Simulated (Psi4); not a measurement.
# C2HFN+ (SMILES Fc1[cH+]n1): a chain of runs

Wanted: a geometry optimisation (wB97X-D/pcseg-1), then vibrational wavenumbers, then the excited states (TD-wB97X-D/pcseg-1) of C2HFN+. 

The calculation is run with Psi4 1.11.

## Step 1: The system as given

C2HFN+: 5 atoms, total charge +1, spin state singlet. As SMILES, `Fc1[cH+]n1`. The shape is that of a GFN2-xTB optimisation. The run starts from this shape.

Bond lengths: F1–C2 1.237 Å, C2–C3 1.374 Å, C2–N4 1.339 Å, C3–N4 1.333 Å, C3–H5 1.083 Å. Angles: F1–C2–C3 154.3°, F1–C2–N4 146.9°, C3–C2–N4 58.8°, C2–C3–N4 59.3°, C2–N4–C3 61.9°, C2–C3–H5 155.9°, N4–C3–H5 144.8°.

## Step 2: A geometry optimisation at wB97X-D/pcseg-1 (density fitting) (run 1)

Contents of job.inp:

```
memory 1600 mb

molecule {
  1 1
  F      0.28262744    -2.92259373     1.95543190
  C     -0.09562014    -1.16136898     0.46577970
  C      0.18009090     1.27237150    -0.39812750
  N     -1.24113432    -0.38550413    -1.65201748
  H      0.87403613     3.19709535    -0.37106662
  units au
}

set {
  basis pcseg-1
  geom_maxiter 60
}

opt('wb97x-d')
```

Launch:

```console
$ psi4 -i job.inp -o job.out -n 1
```

job.out:

```text
[...]
  Running in c1 symmetry.
[...]
  Nuclear repulsion =  102.200524204000004
[...]
  Multiplicity = 1
[...]
  Nalpha       = 14
  Nbeta        = 14
[...]
    Number of basis functions: 61
[...]
   @DF-RKS iter   1:  -230.77443856824775    1.20901e-01   5.67336e-03 ADIIS/DIIS
[...]
   @DF-RKS iter   7:  -230.83215038216568   -2.04636e-12   6.57242e-09 DIIS
[...]
    Orbital Energies [Eh]
    ---------------------
    Doubly Occupied:
       1A    -25.171527     2A    -14.812817     3A    -10.779092
       4A    -10.708803     5A     -1.721461     6A     -1.505988
       7A     -1.051155     8A     -1.040900     9A     -0.954414
      10A     -0.928672    11A     -0.892479    12A     -0.813738
      13A     -0.802323    14A     -0.702535
[...]
  @DF-RKS Final Energy:  -230.83215038216568
   => Energetics <=
    Nuclear Repulsion Energy =            102.8905917764962226
    One-Electron Energy =                -510.1875859973526985
    Two-Electron Energy =                 196.2019895839996479
    DFT Exchange-Correlation Energy =     -19.7366828860393291
    Empirical Dispersion Energy =          -0.0004628592695066
    VV10 Nonlocal Energy =                  0.0000000000000000
    Total Energy =                       -230.8321503821656790
[...]
  -Total Gradient:
     Atom            X                  Y                   Z
    ------   -----------------  -----------------  -----------------
       1       -0.000039381924    -0.000198543063     0.000048702651
       2        0.000066955832     0.000164882781     0.000002392517
       3       -0.000005642362     0.000154225322    -0.000074326436
       4        0.000014064069    -0.000107666089     0.000076863116
       5        0.000108342966    -0.000024743658     0.000168141445
[...]
```

The script printed:

```text
Optimizer: Optimization complete!
```

It took 18 s on 1 thread of Intel Xeon Platinum 8488C (Sapphire Rapids), shared host; peak memory 0.44 GiB.

Step by step:

```csv
step,energy from the first frame kept (eV),largest force (eV/Å)
0,0.0000,2.6635
1,-0.0672,0.6115
2,-0.0779,0.2088
3,-0.0789,0.0367
4,-0.0790,0.0107
```

After the run. Bond lengths: F1–C2 1.243 Å, C2–C3 1.341 Å, C2–N4 1.318 Å, C3–N4 1.339 Å, C3–H5 1.093 Å. Angles: F1–C2–C3 157.7°, F1–C2–N4 141.9°, C3–C2–N4 60.4°, C2–C3–N4 58.9°, C2–N4–C3 60.6°, C2–C3–H5 161.3°, N4–C3–H5 139.7°.

## Step 3: The harmonic vibrations at wB97X-D/pcseg-1 (density fitting) (run 2)

Contents of c2hfn.xyz:

```xyz
5
C2HFN
F      0.117382    -1.568577     0.998125
C     -0.034577    -0.584211     0.254760
C      0.114722     0.675033    -0.182595
N     -0.641683    -0.203484    -0.851975
H      0.437317     1.717526    -0.247501
```

Contents of run.py:

```python
import psi4

psi4.set_memory(1600000000)
psi4.set_num_threads(1)
psi4.set_output_file('output.dat', False)

with open('c2hfn.xyz') as f:
    atoms = ''.join(f.readlines()[2:])
geom = psi4.geometry('1 1\n' + atoms + 'symmetry c1')

psi4.set_options({
    'basis': 'pcseg-1',
    't': 298.15,
    'rotational_symmetry_number': 1,
})

e = psi4.frequency('wb97x-d', molecule=geom)
print('E =', round(e, 9))
```

Launch:

```console
$ python run.py
```

output.dat:

```text
[...]
  Running in c1 symmetry.
[...]
  Nuclear repulsion =  102.890568466666991
[...]
  Multiplicity = 1
[...]
  Nalpha       = 14
  Nbeta        = 14
[...]
    Number of basis functions: 61
[...]
   @DF-RKS iter   1:  -230.78156350419650    1.52207e-01   5.49515e-03 ADIIS/DIIS
[...]
   @DF-RKS iter  11:  -230.83215080063457   -1.27329e-11   9.82509e-09 DIIS
[...]
  @DF-RKS Final Energy:  -230.83215080063457
   => Energetics <=
    Nuclear Repulsion Energy =            102.8939319965044632
    One-Electron Energy =                -510.1939960400943619
    Two-Electron Energy =                 196.2051144032232344
    DFT Exchange-Correlation Energy =     -19.7367384496548866
    Empirical Dispersion Energy =          -0.0004627106130081
    VV10 Nonlocal Energy =                  0.0000000000000000
    Total Energy =                       -230.8321508006345653
[...]
  -Total Gradient:
     Atom            X                  Y                   Z
    ------   -----------------  -----------------  -----------------
       1       -0.000053293747    -0.000209696309     0.000041614512
       2        0.000041284532     0.000177857222    -0.000128206463
       3       -0.000092099921    -0.000020836130     0.000111013371
       4        0.000130640379    -0.000030871338     0.000179776287
       5        0.000120730753     0.000072858817     0.000020227591
[...]
  ==> Harmonic Vibrational Analysis <==
[...]
  Freq [cm^-1]                 491.9200            514.6636            904.2966
[...]
  IR activ [km/mol]            19.4482              7.8973             18.4176
[...]
  Freq [cm^-1]                 948.7029           1012.2950           1334.4334
[...]
  IR activ [km/mol]            22.3137             22.7400             152.7174
[...]
  Freq [cm^-1]                1478.4860           1982.1840           3247.0372
[...]
```

Standard output:

```text
Warning: used thermodynamics relations inappropriate for low-frequency modes: ['491.9200' '514.6636']
E = -230.832150366
```

Wall time 90 s (1 thread of Intel Xeon Platinum 8488C (Sapphire Rapids), shared host); peak memory 0.42 GiB.

## Step 4: The vertical excitations at TD-wB97X-D/pcseg-1 (density fitting, save jk yes) (run 3)

Contents of input.in:

```
memory 1.6 GB

molecule system {
  1 1
  F      0.117382    -1.568577     0.998125
  C     -0.034577    -0.584211     0.254760
  C      0.114722     0.675033    -0.182595
  N     -0.641683    -0.203484    -0.851975
  H      0.437317     1.717526    -0.247501
  symmetry c1
}

set {
  basis pcseg-1
  save_jk true
}

from psi4.driver.procrouting.response.scf_response import tdscf_excitations
result, w = energy('wb97x-d', return_wfn=True)
states = tdscf_excitations(w, states=4, tda=False)
```

Launch:

```console
$ psi4 -n 1 input.in input.out
```

input.out:

```text
[...]
  Running in c1 symmetry.
[...]
  Nuclear repulsion =  102.890568466666991
[...]
  Multiplicity = 1
[...]
  Nalpha       = 14
  Nbeta        = 14
[...]
    Number of basis functions: 61
[...]
   @DF-RKS iter   1:  -230.78156351012666    1.52207e-01   5.49515e-03 DIIS/ADIIS
[...]
   @DF-RKS iter   9:  -230.83215037189052   -5.78987e-09   3.25679e-07 DIIS
[...]
  @DF-RKS Final Energy:  -230.83215037189052
   => Energetics <=
    Nuclear Repulsion Energy =            102.8905684666669913
    One-Electron Energy =                -510.1875004970036684
    Two-Electron Energy =                 196.2019236893254970
    DFT Exchange-Correlation Energy =     -19.7366791712894418
    Empirical Dispersion Energy =          -0.0004628595899087
    VV10 Nonlocal Energy =                  0.0000000000000000
    Total Energy =                       -230.8321503718905205
[...]
 Multipole Moments:
 ------------------------------------------------------------------------------------
     Multipole            Electronic (a.u.)      Nuclear  (a.u.)        Total (a.u.)
 ------------------------------------------------------------------------------------
 L = 1.  Multiply by 2.5417464519 to convert [e a0] to [Debye]
 Dipole X            :          0.1884359            0.3002912            0.4887272
 Dipole Y            :         -1.6458083            3.0859235            1.4401152
 Dipole Z            :          1.1447995           -1.1699766           -0.0251771
 Magnitude           :                                                    1.5209931
[...]
                                    Excitation Energy         Total Energy        Oscillator Strength             Rotatory Strength
[...]
Excited State    1 (1 A):   0.19074 au   238.88 nm f = 0.0022
[...]
Excited State    2 (1 A):   0.24088 au   189.16 nm f = 0.0000
[...]
```

It took 15 s on 1 thread of Intel Xeon Platinum 8488C (Sapphire Rapids), shared host; peak memory 0.41 GiB.

The roots found:

```csv
excited state,energy (eV),strength,label
1,5.190,0.0022,A 1
2,6.555,0.0000,A 1
3,8.025,0.0000,A 1
4,9.433,0.0804,A 1
```

## Step 5: What came out

| quantity | value |
| --- | --- |
| run 1, wB97X-D/pcseg-1: total energy at the end | -230.83215 Eh |
| run 1, wB97X-D/pcseg-1: HOMO energy | -19.12 eV |
| run 1, wB97X-D/pcseg-1: LUMO energy | -7.84 eV |
| run 1, wB97X-D/pcseg-1: HOMO–LUMO gap | 11.28 eV |
| run 1, wB97X-D/pcseg-1: dispersion energy | -1.22 kJ/mol |
| run 2, wB97X-D/pcseg-1: lowest harmonic wavenumber | 492 cm⁻¹ |
| run 2, wB97X-D/pcseg-1: highest harmonic wavenumber | 3247 cm⁻¹ |
| run 2, wB97X-D/pcseg-1: zero-point energy | 71.3 kJ/mol |
| run 2, wB97X-D/pcseg-1: ideal-gas entropy at 298.15 K (symmetry number 1 as used) | 62.5 cal/(mol K) |
| run 3, TD-wB97X-D/pcseg-1: ground-state or mean-field energy | -230.83215 Eh |
| run 3, TD-wB97X-D/pcseg-1: HOMO energy (wB97X-D Kohn–Sham orbitals) | -19.12 eV |
| run 3, TD-wB97X-D/pcseg-1: LUMO energy (wB97X-D Kohn–Sham orbitals) | -7.84 eV |
| run 3, TD-wB97X-D/pcseg-1: HOMO–LUMO gap (wB97X-D Kohn–Sham orbitals) | 11.28 eV |
| run 3, TD-wB97X-D/pcseg-1: dispersion energy | -1.22 kJ/mol |
| run 3, TD-wB97X-D/pcseg-1: lowest excitation energy | 5.19 eV |

In words: The optimisation (run 1, wB97X-D/pcseg-1) took 5 steps and changed the energy by -0.079 eV. All 9 modes (run 2, wB97X-D/pcseg-1) are real, so the shape is a minimum at this level. The brightest of the 4 transitions from the ground state lies at 9.43 eV (131 nm, f = 0.080); the lowest, at 5.19 eV, has f = 0.002.
